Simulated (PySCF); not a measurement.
C3H4ClF.
SMILES: `F/C=C/CCl`

Torsions of this conformer, `[F:1]/[CH:2]=[CH:3]/[CH2:4][Cl:5]`: C2–C3–C4–Cl5 -107°.

The closed-shell ground state was solved at several levels (PySCF, density fitting, gas phase, non-relativistic). Geometry: GFN2-xTB, one conformer, isolated molecule.

```json
{"level": "CAM-B3LYP/def2-SVPD", "basis functions": "142", "total energy (Eh)": "-676.3738", "HOMO (eV)": "-9.23", "LUMO (eV)": "0.49", "gap (eV)": "9.72", "dipole (D)": "1.95"}
{"level": "PBE0/def2-SVPD", "basis functions": "142", "total energy (Eh)": "-676.0647", "HOMO (eV)": "-7.88", "LUMO (eV)": "-0.61", "gap (eV)": "7.27", "dipole (D)": "1.92"}
```

What might PBE0/pcSseg-1 (112 basis functions) give for the same quantities?

Total energy -676.3080 Eh, HOMO -7.80 eV, LUMO -0.44 eV, gap 7.36 eV, dipole 2.00 D.

Over all these levels, which gives the widest orbital gap and which the narrowest?

CAM-B3LYP/def2-SVPD (range-separated hybrid) has the widest, 9.72 eV, and PBE0/def2-SVPD (global hybrid, 25 % exact exchange) the narrowest, 7.27 eV. The two share the basis. From the narrowest to the widest the HOMO moves by -1.35 eV and the LUMO by +1.10 eV.

How far do the dipole and the HOMO energy spread over the levels?

The dipole runs from 1.92 to 2.00 D (mean 1.96 D) and the HOMO from -9.23 to -7.80 eV.
